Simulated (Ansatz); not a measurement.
What does this script print? It uses Ansatz 0.2.0 through its Python package.

Script `conformers_c3h8s.py`:
```python
# -*- coding: utf-8 -*-
"""Conformer energies of C3H8S."""

import ansatz
from rdkit import Chem
from rdkit.Chem import AllChem

BASIS = "cc-pVDZ"
METHOD = "mp2"

rd = Chem.AddHs(Chem.MolFromSmiles("CCSC"))
ids = list(AllChem.EmbedMultipleConfs(rd, numConfs=20, randomSeed=213, pruneRmsThresh=0.4))
field = [energy for _, energy in AllChem.MMFFOptimizeMoleculeConfs(rd)]
distinct = {round(e, 2): i for i, e in zip(ids, field)}
chosen = sorted(distinct.items())[:4]
found = []
for force_field, index in chosen:
    mol = ansatz.Crystal.molecule()
    for atom, xyz in zip(rd.GetAtoms(), rd.GetConformer(index).GetPositions()):
        mol = mol.atom(atom.GetSymbol(), xyz.round(5).tolist())
    calc = mol.calculation().basis(gaussian=BASIS).correlation(METHOD)
    found.append(calc.run(threads=1, pin="off").report["free_energy_ev"])
print("conformer   MMFF (kcal/mol)   this level (eV)")
for (force_field, index), e in zip(chosen, found):
    print(f"{index:9d} {force_field - chosen[0][0]:17.2f} {(e - min(found)):17.3f}")
```

```console
$ python conformers_c3h8s.py
conformer   MMFF (kcal/mol)   this level (eV)
        2              0.00             0.004
        0              0.33             0.000
```

The conformers keep their force-field geometries. Hardware and time: 3.4 s on 1 thread of Arm Neoverse V1, on a shared host, peak memory 0.28 GiB.
